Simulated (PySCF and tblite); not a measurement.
The numbers below are computed, except where a source is named.
C₃H₉N, numbered as in [CH3:1][CH:2]([CH3:3])[NH2:4].

Free energies: PBE0-D3(BJ)/pcSseg-1 (IEF-PCM, chloroform) on PBE0-D3(BJ)/def2-SVP structures plus GFN2-xTB thermal terms, symmetry and mirror images included. Conformers within 3 kcal/mol (GFN2-xTB free energy) were kept, 4 at most. Couplings: B3LYP/pcJ-1 (gas phase; spin-dipole term only for pairs with B, N, F, Si or P). Couplings are for ¹³C, ¹H, ¹⁵N. (PySCF 2.14, tblite 0.8.)

Torsions listed: C1–C2–N4–H4. Of a mirror pair one member is shown.

| conformer | shape | weight % |
| --- | --- | --- |
| 1 | -55° | 61.4 |
| 2 | -178° | 38.6 |

(1) Give the couplings in each conformer and the averages at 298.15 K (pairs that fast motion interchanges averaged).

## Answers

(1) 
```tsv
coupling	pairs	1	2	average (Hz)
¹J(C1,C2)	2	37.1	39.6	38.1
²J(C1,N4)	2	-1.2	-5.4	-2.8
¹J(C1,H1)	6	131.3	131.9	131.5
²J(C1,H2)	2	-1.7	-0.1	-1.1
³J(C1,H3)	6	5.2	5.8	5.4
³J(C1,H4)	4	4.4	6.8	5.3
¹J(C2,N4)	1	-3.8	-4.6	-4.1
²J(H1,C2)	6	-3.4	-3.5	-3.4
¹J(C2,H2)	1	137.8	132.7	135.8
²J(C2,H4)	2	-2.5	-2.1	-2.4
³J(H1,N4)	6	-2.3	-3.5	-2.8
²J(H2,N4)	1	-4.1	0.7	-2.2
¹J(N4,H4)	2	-63.2	-64.1	-63.6
²J(H1,H1)	6	-13.7	-13.6	-13.6
³J(H1,H2)	6	6.9	6.7	6.8
³J(H2,H4)	2	9.7	2.5	6.9
²J(H4,H4)	1	-10.5	-10.2	-10.4
```
